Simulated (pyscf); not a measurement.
Single points on ωB97X-D3(BJ)/def2-SVP structures (PySCF, gas phase).

Question: For the elementary gas-phase step F–Si(F)(F)–F + H₂ → F–SiH(F)–F + HF (singlet surface; F–Si, H–H broken, H–Si, F–H formed), what barrier and reaction energy does ωB97M-D3(BJ)/def2-TZVP give, measured from the separated reactants?

Answer: ΔE‡ = 59.9 kcal/mol, ΔE = +29.9 kcal/mol. Zero-point energy shifts the barrier by +2.9 kcal/mol. It is a four-centre exchange, with an imaginary mode of 1134i cm⁻¹. One saddle was located; it need not be the lowest between these sides.
